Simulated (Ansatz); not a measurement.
Ansatz (an electronic-structure program) input (CCSD(T)/cc-pVTZ):

Ansatz 0.2 input:
```yaml
crystal:
  periodic: [false, false, false]
  atoms:
    - {symbol: C, position_ang: [-0.14705728, -0.01302798, 0.65292698]}
    - {symbol: F, position_ang: [0.01653730, 1.14223575, -0.25159314]}
    - {symbol: F, position_ang: [-0.01718667, -1.12927050, -0.30451251]}
    - {symbol: H, position_ang: [0.88818797, -0.03851944, 1.08738899]}
basis:
  gaussian:
    orbitals: cc-pVTZ
total_charge: -1
magnetization: {spin_polarized: false}
correlation: {method: ccsd_t, electrons: outside_noble_gas}
```

Output:

```
Functional definition: HF
integrals: 0.12 GiB planned
640 factors; integrals over basis functions are off by at most 7.8e-4 eV
mean field: 0.20 GiB planned
mean field evaluation 1: about -6456.4331 eV, gradient 2.5e1 eV
mean field evaluation 2: about -6456.4414 eV, gradient 2.5e1 eV
mean field evaluation 4: about -6457.8003 eV, gradient 2.3e0 eV
mean field evaluation 8: about -6457.8377 eV, gradient 7.9e-2 eV
mean field evaluation 16: about -6457.8225 eV, gradient 9.7e-1 eV
mean field -6457.83778371 eV, -237.3211612717 hartree, gradient 9.0e-6 eV, S^2 0.000000; 0 other end points of the search recorded, 0 dependent functions left out
3 core orbitals not correlated
reference -6457.83778371 eV, -237.3211612717 hartree; 10, 10 occupied and 91, 91 virtual orbitals, 640 factors
second order -18.49287474 eV of doubles, -0.00000000 eV of singles
coupled cluster: 0.29 GiB planned
cycle   1  -18.25566721 eV  change    2.4e-1 eV  update   8.7e-2
cycle   2  -18.65531143 eV  change   -4.0e-1 eV  update   2.6e-2
cycle   3  -18.75363278 eV  change   -9.8e-2 eV  update   1.3e-2
cycle   4  -18.73802319 eV  change    1.6e-2 eV  update   2.8e-3
cycle   5  -18.73764846 eV  change    3.7e-4 eV  update   1.4e-3
cycle   6  -18.73907355 eV  change   -1.4e-3 eV  update   5.3e-4
cycle   7  -18.73863855 eV  change    4.4e-4 eV  update   2.6e-4
cycle   8  -18.73860761 eV  change    3.1e-5 eV  update   7.6e-5
cycle   9  -18.73864452 eV  change   -3.7e-5 eV  update   2.9e-5
cycle  10  -18.73863676 eV  change    7.8e-6 eV  update   8.9e-6
perturbative correction -0.61530131 eV, -0.0226119059 hartree
Total energy: -6477.19172177 eV, -238.0324053770 hartree
```

It need not be the lowest isomer of its formula. Whether it binds its extra electron was not tested at this geometry.
